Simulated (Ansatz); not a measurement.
## AlH₃, singlet: the ladder up to full CI

Geometry: a point of a stretch scan, not a stationary point.

| atom | x (Å) | y (Å) | z (Å) |
| --- | --- | --- | --- |
| Al | 0.0452 | -0.0766 | 0.0002 |
| H | 1.6310 | -0.0616 | 0.0001 |
| H | -2.1065 | 3.5699 | -0.0073 |
| H | -0.7346 | -1.4575 | 0.0030 |

Basis cc-pVDZ; Ansatz 0.2.0. Correlated methods freeze the noble-gas cores, which leaves 6 electrons in 28 orbitals. R marks a restricted (for open shells ROHF) determinant, U an unrestricted one. Active spaces: valence = (6e, 7o) chosen from the atoms' valence shells; pair = (2e, 2o) about the gap.

Full CI is exact within this basis and frozen core; it isn't the basis-set limit. The frozen core follows each run's orbitals, which can shift R against U totals by a few meV.

Unrestricted rows (U) aren't spin-pure: their determinants' ⟨S²⟩ exceeds S(S+1) by up to 0.99, so they mix in states of higher spin.

The UHF ⟨S²⟩ is 0.993 and the T1 diagnostic (RCCSD) is 0.1191. The largest doubles amplitude (RCCSD) is 0.801.

```tsv
level	E − E(RHF) (eV)
UHF	-3.0306
RMP2	-3.0494
UMP2	-4.5508
RCCSD*	-4.8786
UCCSD	-5.0796
RCCSD(T)*	-5.2602
UCCSD(T)	-5.1096
```

Problem. Estimate how far full CI in cc-pVDZ lies from RCCSD(T). The table doesn't fix it; the size of (T) and the diagnostics are the guide.

Solution. Full CI in cc-pVDZ lies 10.6 kJ/mol above RCCSD(T), which is 29 % of the (T) step (-36.8 kJ/mol). (T) overshoots here: it takes the energy past the reference. The miss exceeds 1 kcal/mol.

The other levels:

| level | E − E(full CI) (kJ/mol) | share of correlation (%) | wall time |
| --- | --- | --- | --- |
| CISD | 86.0 | 82.70 | 0.54 s |
| BCCD(T)* | -1.5 | 100.30 | 0.66 s |
| RCCSDT* | 1.2 | 99.77 | – |
| UCCSDT* | 1.0 | 99.79 | – |
| RCCSDT(Q)* | -0.8 | 100.15 | 1.5 s |
| UCCSDT(Q)* | 0.4 | 99.92 | 4.2 s |
| RCCSDTQ* | 0.0 | 100.00 | 15 s |
| CASSCF (pair space) | 203.4 | 59.07 | – |
| NEVPT2 (pair space) | 55.4 | 88.85 | 0.21 s |
| MRCISD (pair space) | 8.7 | 98.24 | – |
| MRCISD+Q (pair space) | -1.9 | 100.38 | 0.3 s |
| CASSCF (valence space) | 120.5 | 75.75 | – |
| NEVPT2 (valence space) | 41.9 | 91.58 | 0.51 s |
| MRCISD (valence space) | 3.2 | 99.35 | – |
| MRCISD+Q (valence space) | -0.4 | 100.07 | 0.93 s |
| MRCISD+Q(relaxed) (valence space) | -1.7 | 100.34 | 1.1 s |

An asterisk marks runs whose energy the program itself flagged as in doubt.

The correlation energy at full CI, counted from RHF, is -5.150 eV. That run took 8.5 s on 1 thread of Arm Neoverse V2, shared host over 2,701,046 determinants.

Times hold each run's SCF and search for its determinant on a shared host, so for small cases they say little of a method's own cost; they ran on 1 thread of Arm Neoverse V2.

More than 5 meV below full CI, which no variational method can be: RCCSD(T), BCCD(T), RCCSDT(Q), MRCISD+Q (pair space), MRCISD+Q(relaxed) (valence space).

The full-CI state has the irrep A1 of C2v, in the program's axes.

Natural occupations of full CI about the gap: 1.954 1.947 1.209 0.781 0.026 0.019 0.016 0.008 0.008 0.008; effectively unpaired electrons, Σ n²(2−n)², 1.85. No single determinant describes this state well, so single-reference rows can miss without a flag.
